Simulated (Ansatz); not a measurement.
Species: C2H6O, SMILES `COC` (charge 0, multiplicity 1), formula C2H6O.

**Question.** How many basis functions does frozen-core CCSD(T)/cc-pVTZ // B3LYP-D3(BJ)/def2-SVP (Ansatz, an electronic-structure program) use, how many core orbitals are frozen, and how many electrons are correlated?

**Answer.** 174 basis functions and 3 frozen orbitals, which leaves 20 correlated electrons. Core time is of the order of seconds.
